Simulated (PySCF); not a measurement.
Compound: 2,3-hexadiene, C6H10.
Atom-mapped SMILES: `[CH3:1][CH:2]=[C:3]=[CH:4][CH2:5][CH3:6]` (hydrogens: H7, H8, H9 on C1; H10 on C2; H11 on C4; H12, H13 on C5; H14, H15, H16 on C6)

The same species was optimised twice, with GFN2-xTB and with PBE0-D3(BJ)/def2-SVP (PySCF), and the same property calculations (PySCF, gas phase) were run on both structures.

```json
{"coordinate": "C2=C3 (Å)", "GFN2-xTB": "1.297", "PBE0-D3(BJ)/def2-SVP": "1.311", "change": "+0.014"}
{"coordinate": "C3=C4 (Å)", "GFN2-xTB": "1.297", "PBE0-D3(BJ)/def2-SVP": "1.311", "change": "+0.014"}
{"coordinate": "C5–C6 (Å)", "GFN2-xTB": "1.527", "PBE0-D3(BJ)/def2-SVP": "1.525", "change": "-0.002"}
{"coordinate": "C4–C5 (Å)", "GFN2-xTB": "1.504", "PBE0-D3(BJ)/def2-SVP": "1.505", "change": "+0.001"}
{"coordinate": "C1–C2 (Å)", "GFN2-xTB": "1.500", "PBE0-D3(BJ)/def2-SVP": "1.500", "change": "0.000"}
{"coordinate": "C4–C5–C6 (°)", "GFN2-xTB": "111.1", "PBE0-D3(BJ)/def2-SVP": "112.6", "change": "+1.5"}
{"coordinate": "C3–C4–C5 (°)", "GFN2-xTB": "124.0", "PBE0-D3(BJ)/def2-SVP": "125.2", "change": "+1.2"}
{"coordinate": "C2–C3–C4 (°)", "GFN2-xTB": "178.1", "PBE0-D3(BJ)/def2-SVP": "179.2", "change": "+1.1"}
{"coordinate": "C1–C2–C3 (°)", "GFN2-xTB": "124.3", "PBE0-D3(BJ)/def2-SVP": "125.3", "change": "+1.0"}
{"coordinate": "C3–C4–C5–C6 (°)", "GFN2-xTB": "118", "PBE0-D3(BJ)/def2-SVP": "117", "change": "-1"}
```

Rotational constants: A = 13001, B = 1357, C = 1338 MHz (GFN2-xTB) against A = 13196, B = 1319, C = 1301 MHz (PBE0-D3(BJ)/def2-SVP). Point groups within 0.08 Å: C1 and C1.

On the GFN2-xTB structure: isotropic polarisability (au) 78.8 [PBE0/def2-SVPD]; HOMO (eV) -7.08 [PBE0/def2-SVPD]; LUMO (eV) 0.41 [PBE0/def2-SVPD]; dipole (D) 0.26 [PBE0/def2-SVPD].

**Question.** What do these properties become on the PBE0-D3(BJ)/def2-SVP structure?

**Answer.** 
```
                                    property           level  on GFN2-xTB  on PBE0-D3(BJ)/def2-SVP  change
               isotropic polarisability (au)  PBE0/def2-SVPD         78.8                     80.6    +1.8
                                   HOMO (eV)  PBE0/def2-SVPD        -7.08                    -7.08    0.00
                                   LUMO (eV)  PBE0/def2-SVPD         0.41                     0.34   -0.07
                                  dipole (D)  PBE0/def2-SVPD         0.26                     0.26    0.00
energy, GFN2-xTB geometry as zero (kcal/mol)  PBE0/def2-SVPD          0.0                     -1.1    -1.1
```

The heavy atoms differ by 0.034 Å rms after alignment. Among bonds between heavy atoms C2=C3 and C3=C4 change most and about equally (+0.014 Å). Changes are differences of the printed values. Neither structure is proved a minimum here.

The values belong to the conformer `[CH3:1][CH:2]=[C:3]=[CH:4][CH2:5][CH3:6]`: C3–C4–C5–C6 117°.
